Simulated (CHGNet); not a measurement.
## fcc Pb

Computed with the machine-learned potential CHGNet 0.3.0 (trained on PBE and PBE+U data).

Cell: relaxed at this level.

- lattice constant a: 5.047 Å
- equilibrium volume per atom: 32.14 Å³/atom
- vacancy formation energy: 0.13 eV

Measured, for comparison: lattice constant a 4.902 Å (low-temperature or extrapolated to 0 K; zero-point anharmonic expansion removed, our sources range from 4.902 to 4.912; as tabulated in Csonka et al. (2009), arXiv:0903.4037); equilibrium volume per atom 29.45 Å³/atom (low-temperature or extrapolated to 0 K; zero-point anharmonic expansion removed; as tabulated in Csonka et al. (2009), arXiv:0903.4037); vacancy formation energy 0.58 eV (not corrected to a static lattice, monovacancy; as tabulated in Garrity and Choudhary (2023), arXiv:2112.11585). Computed (rounded) less measured: lattice constant a +3.0 % (+2.7 % to +3.0 % over the range), equilibrium volume per atom +9.1 %, vacancy formation energy -0.45 eV.

A machine-learned potential is trained on density-functional data: it inherits that level's misses and adds fitting errors of its own.

Note: this model's volume lies 6 % above that of the starting cell (a measured, published or database cell).
